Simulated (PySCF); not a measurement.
hydrogen peroxide (H2O2), SMILES OO.

The structure is a stationary point at PBE-D3(BJ)/def2-TZVP.

The numbers are results of PySCF 2.14.0 with PBE-D3(BJ)/def2-TZVP, not measurements.

Harmonic, unscaled wavenumbers; measured fundamentals usually lie a few per cent lower.

Computed harmonic wavenumbers and intensities:
| mode | ν (cm⁻¹) | IR (km/mol) | moving atoms (share of kinetic energy) |
|---|---|---|---|
| 1 | 371 | 178.5 | H 92 % |
| 2 | 902 | 1.2 | O 99 % |
| 3 | 1268 | 94.0 | H 91 %, O 9 % |
| 4 | 1387 | 0.3 | H 92 % |
| 5 | 3631 | 33.7 | H 94 % |
| 6 | 3632 | 7.4 | H 94 % |
